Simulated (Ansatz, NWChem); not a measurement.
# Worked example: vertical energy of the triplet above the singlet of C2H5Cl (SMILES CCCl)

The species is C2H5Cl (8 atoms), meant as a singlet with charge 0. As SMILES, `CCCl`. The coordinates come from a PBE0-D4/def2-TZVP relaxation.

```xyz
8

C    -0.4430    0.5858   -0.3110
C     0.2771   -0.6191    0.2371
Cl    1.8668   -0.1745    0.9235
H    -1.4093    0.2796   -0.7222
H     0.1351    1.0590   -1.1061
H    -0.6206    1.3250    0.4715
H     0.4750   -1.3610   -0.5357
H    -0.2810   -1.0947    1.0429
```

Both states at this one shape; open shells run unrestricted unless said. 1 Eh = 27.2114 eV.

| level | program | singlet C2H5Cl (Eh) | triplet C2H5Cl (Eh) |
| --- | --- | --- | --- |
| B3LYP/6-311+G** | Ansatz | -539.479957 | -539.231561 |
| M06-2X/6-311+G** | NWChem | -539.398821 | -539.137938 |
| MP2/6-311+G**, 7 core orbitals frozen | Ansatz | -538.628388 | -538.365579 |
| CCSD/6-311+G**, 7 core orbitals frozen | Ansatz | -538.669407 | -538.411217 |

Problem. Work out the vertical gap, second state less first, at each level.

Solution. 
1. B3LYP/6-311+G**: -539.231561 − (-539.479957) = 0.248396 Eh = 6.76 eV.
2. M06-2X/6-311+G**: -539.137938 − (-539.398821) = 0.260883 Eh = 7.10 eV.
3. MP2/6-311+G**: -538.365579 − (-538.628388) = 0.262809 Eh = 7.15 eV.
4. CCSD/6-311+G**: -538.411217 − (-538.669407) = 0.258190 Eh = 7.03 eV.

No measured value is set beside it here; the levels span 6.76 to 7.15 eV.
